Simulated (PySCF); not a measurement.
# AlB (triplet): changing the method

What do other methods print for AlB (triplet)?

Program: PySCF 2.14.0. Level of theory: each script names its method and basis. These are calculated values, not measurements.

2 further runs of the same task are left out: 2 that didn't finish.

## 1. Starting geometry

AlB (triplet): 2 atoms, charge 0, spin multiplicity 3.

Bond lengths: Al1–B2 2.010 Å.

## 2. Base script

Input file input.py:

```python
from pyscf import gto, scf, mp

mol = gto.M(
    atom='Al 0 0 0; B 0 0 2.01',
    basis='jorge-dzp-dkh',
    charge=0,
    spin=2,
    verbose=4,
)
mf = scf.UHF(mol)
mf = mf.sfx2c1e()
mf = mf.density_fit(auxbasis='def2-universal-jkfit')
mf.kernel()
mp.MP2(mf, frozen=6).kernel()
mf.dip_moment()
print('orbital energies (hartree):', [e[max(0, n-3):n+3].round(4) for e, n in zip(mf.mo_energy, mol.nelec)])
```

On the command line:

```
OMP_NUM_THREADS=1 python input.py
```

Its log is not repeated here.

Base result: E(SCF) = -266.864983 Eh, E(MP2) − E(SCF) = -0.09897 Eh, ⟨S²⟩ = 2.147, μ = 1.82 D (of the SCF density).

The bond length is a typed value, not an optimised one. The triplet is typed in the script; nothing here shows that it is the ground state.

## 3. Gradient

Variant 1 changes step after the SCF: mp2 → gradient.

Input file input.py:

```python
from pyscf import gto, scf

mol = gto.M(
    atom='Al 0 0 0; B 0 0 2.01',
    basis='jorge-dzp-dkh',
    charge=0,
    spin=2,
    verbose=4,
)
mf = scf.UHF(mol)
mf = mf.sfx2c1e()
mf = mf.density_fit(auxbasis='def2-universal-jkfit')
mf.kernel()
mf.nuc_grad_method().kernel()
mf.dip_moment()
print('orbital energies (hartree):', [e[max(0, n-3):n+3].round(4) for e, n in zip(mf.mo_energy, mol.nelec)])
```

On the command line:

```
OMP_NUM_THREADS=1 python input.py
```

## 4. Mn15l (UKS)

Variant 2 changes functional: none (Hartree–Fock) → mn15l; SCF type: UHF → UKS; step after the SCF: mp2 → analyze.

Input file input.py:

```python
from pyscf import gto, dft

mol = gto.M(
    atom='Al 0 0 0; B 0 0 2.01',
    basis='jorge-dzp-dkh',
    charge=0,
    spin=2,
    verbose=4,
)
mf = dft.UKS(mol, xc='mn15l')
mf = mf.sfx2c1e()
mf = mf.density_fit(auxbasis='def2-universal-jkfit')
mf.kernel()
mf.analyze()
print('orbital energies (hartree):', [e[max(0, n-3):n+3].round(4) for e, n in zip(mf.mo_energy, mol.nelec)])
```

## 5. Hf,lyp (UKS)

Variant 3 changes functional: none (Hartree–Fock) → hf,lyp; SCF type: UHF → UKS; step after the SCF: mp2 → analyze.

Input file input.py:

```python
from pyscf import gto, dft

mol = gto.M(
    atom='Al 0 0 0; B 0 0 2.01',
    basis='jorge-dzp-dkh',
    charge=0,
    spin=2,
    verbose=4,
)
mf = dft.UKS(mol, xc='hf,lyp')
mf = mf.sfx2c1e()
mf = mf.density_fit(auxbasis='def2-universal-jkfit')
mf.kernel()
mf.analyze()
print('orbital energies (hartree):', [e[max(0, n-3):n+3].round(4) for e, n in zip(mf.mo_energy, mol.nelec)])
```

What does the calculation give? Wanted: for each run, E(SCF); from base; gap, α spin; SCF dipole; after the SCF.

The runs gave:

```csv
run,E(SCF) (hartree),from base (eV),cycles,"gap, α spin (eV)",SCF dipole (D),after the SCF
base,-266.864983,0,18,8.46,1.82,"MP2 correlation -2.693 eV, core frozen"
gradient,-266.864983,0.0000,18,8.46,1.82,n/a
mn15l (UKS),-267.557016,not comparable,13,0.67,1.32,n/a
"hf,lyp (UKS)",-267.507386,not comparable,17,7.59,1.92,n/a
```

**Reading.** A lower total energy from another functional means nothing by itself. The dearest run is “mn15l (UKS)”, at 4.7 s against 0.92 s.
